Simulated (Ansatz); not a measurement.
The input, for Ansatz 0.2.0:

```yaml
crystal:
  periodic: [false, false, false]
  atoms:
    - {symbol: Al, position_ang: [0.045208, -0.076613, 0.000157]}
    - {symbol: H, position_ang: [1.630984, -0.061562, 0.000074]}
    - {symbol: H, position_ang: [-2.106498, 3.569873, -0.007292]}
    - {symbol: H, position_ang: [-0.734645, -1.457458, 0.003030]}
basis:
  gaussian: {orbitals: aug-cc-pVDZ}
magnetization: {spin_polarized: false}
correlation: {method: ccsdt_q, electrons: outside_noble_gas}
```

```sh
$ ansatz run in.yaml --threads 1 --pin off --events-out ev --progress --plain --max-ram 4096MiB --backend cpu
```

Output:

```
901 factors; integrals over basis functions are off by at most 2.4e-7 eV
mean field evaluation 1: about -6621.7468 eV, gradient 1.3e1 eV
mean field evaluation 2: about -6621.7464 eV, gradient 1.3e1 eV
mean field evaluation 4: about -6623.7992 eV, gradient 2.4e0 eV
mean field evaluation 8: about -6623.8582 eV, gradient 1.2e-4 eV
mean field evaluation 16: about -6623.8588 eV, gradient 7.7e-2 eV
mean field evaluation 32: about -6622.3834 eV, gradient 5.4e0 eV
mean field -6623.85816660 eV, -243.4222978102 hartree, gradient 2.5e-6 eV, S^2 0.000000; 2 other end points of the search recorded, 0 dependent functions left out; unrestricted orbitals would lower it
determinant -6623.85816660 eV, -243.4222978102 hartree, with singles and doubles -6628.19735739 eV, -243.5817601305 hartree
determinant -6622.27978366 eV, -243.3642933069 hartree, with singles and doubles -6626.86299240 eV, -243.5327231217 hartree
determinant -6622.25253055 eV, -243.3632917737 hartree, with singles and doubles -6625.04281248 eV, -243.4658327435 hartree
mean field evaluation 64: about -6623.8582 eV, gradient 3.3e-3 eV
mean field evaluation 96: about -6624.7227 eV, gradient 9.6e-1 eV
unrestricted determinant -6626.68816071 eV, -243.5262981756 hartree, S^2 0.9932
5 core orbitals not correlated: weight in the atoms' cores, before any rotation towards them, 1.000 or more for the frozen orbitals, at most 0.000 for the correlated occupied ones
reference -6623.85816660 eV, -243.4222978102 hartree; 3, 3 occupied and 46, 46 virtual orbitals, 901 factors
second order -2.98914175 eV of doubles, -0.00000000 eV of singles
cycle   1  -3.28928520 eV  change   -8.7e-1 eV  update   1.6e-1
cycle   2  -3.77891068 eV  change   -4.9e-1 eV  update   1.3e-1
...
cycle  15  -5.04805804 eV  change    1.3e-3 eV  update   3.9e-4
cycle  16  -5.04801542 eV  change    4.3e-5 eV  update   2.1e-5
cycle  17  -5.04799355 eV  change    2.2e-5 eV  update   7.3e-6
cycle  18  -5.04799611 eV  change   -2.6e-6 eV  update   3.0e-6
cycle  19  -5.04799695 eV  change   -8.4e-7 eV  update   1.2e-6
cycle  20  -5.04799641 eV  change    5.4e-7 eV  update   5.4e-7
cycle  21  -5.04799583 eV  change    5.8e-7 eV  update   3.0e-7
cycle  22  -5.04799594 eV  change   -1.0e-7 eV  update   8.8e-8
cycle  23  -5.04799575 eV  change    1.9e-7 eV  update   9.5e-8
cycle  24  -5.04799554 eV  change    2.1e-7 eV  update   4.9e-8
perturbative correction -0.02579645 eV, -0.0009480019 hartree
WARN: these amplitudes may be one of several solutions (largest doubles amplitude 0.83, level shift 3.13 eV)
Total energy: -6628.93195859 eV, -243.6087562267 hartree
```

For the same geometry and basis full CI lies 11.5 meV higher.

Ran on 1 thread of AMD EPYC 7R13, shared host: 12 s wall, 0.26 GiB peak host memory.
